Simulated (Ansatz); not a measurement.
Species: P2, net charge 1, doublet state. 
Coordinates optimised at B3LYP-D3(BJ)/def2-TZVP (Ansatz, an electronic-structure program):
```xyz
2

P      0.0000     0.0000    -0.9881
P      0.0000     0.0000     0.9881
```
Charge +1, spin multiplicity 2.

Problem. Give the harmonic wavenumbers at B3LYP-D3(BJ)/def2-TZVP (Ansatz, finite differences of forces, unscaled).

Solution. 703 cm⁻¹. Zero-point energy 1.0 kcal/mol.

Problem. From these and the geometry, give the ideal-gas thermochemistry at 298.15 K and 1 atm (rigid rotor, harmonic oscillator).

Solution. Point group D∞h, rotational symmetry number 2. Rotational constants 8.356, 8.356 GHz. S(trans) 38.29, S(rot) 13.75, S(vib) 0.30, S(elec, spin only) 1.38, S 53.7 cal/(mol K). H(298) - H(0) 2.14 kcal/mol; G - E(el) -12.9 kcal/mol.
